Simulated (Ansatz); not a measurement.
# C6H6, singlet: CASSCF and its corrections

Computed with Ansatz's Gaussian-basis code (development build). Basis cc-pVDZ, nonrelativistic, 6 orbitals frozen in the corrections. State-specific CASSCF; RHF is the lowest restricted (open-shell) Hartree–Fock solution met. Letters tell apart solutions met in one space. Solutions may break the symmetry of the shape. The lowest solution met needn't be the lowest there is, nor hold the orbitals that a chemist would pick.

Geometry:

```xyz
12

C     0.0000    0.0000    1.3952
C     0.0000    1.2083    0.6976
C     0.0000    1.2083   -0.6976
C     0.0000    0.0000   -1.3952
C     0.0000   -1.2083   -0.6976
C     0.0000   -1.2083    0.6976
H     0.0000    0.0000    2.4824
H     0.0000    2.1498    1.2412
H     0.0000    2.1498   -1.2412
H     0.0000    0.0000   -2.4824
H     0.0000   -2.1498   -1.2412
H     0.0000   -2.1498    1.2412
```

CASSCF less RHF, in eV, and natural occupations:

| CAS | CASSCF | occupations |
| --- | --- | --- |
| (6,6) a | -1.964 | 1.96, 1.90, 1.90, 0.10, 0.10, 0.04 |
| (6,6) b | -1.776 | 1.98, 1.94, 1.94, 0.07, 0.06, 0.02 |

(1) What totals less RHF do the corrections give on each solution?

(2) In CAS(6,6), is the solution lowest in CASSCF also lowest after SC-NEVPT2?

(3) How do single-reference totals in the same basis and frozen core stand against SC-NEVPT2 in CAS(6,6) a?

(4) Roughly how much CPU time does a whole run from the default start take (median of such runs, summed over threads; nearly all runs on one pinned thread of a shared server, mostly Xeon at 2.3 to 2.6 GHz, by a development driver)?

Results:

(1) 

```json
{"CAS": "(6,6) a", "SC-NEVPT2": "-21.386"}
{"CAS": "(6,6) b", "SC-NEVPT2": "-21.075"}
```

(2) Yes: (6,6) a stays lowest, 0.31 eV under the next.

(3) CCSD(T) -1.990 eV. Coupled cluster stands on the determinant that it favours, which can lie over the RHF solution above, and is in doubt where the occupations are far from 0, 1 and 2.

(4) CAS(6,6) a: about 27 s. Other jobs ran beside these, and the count of passes differs.
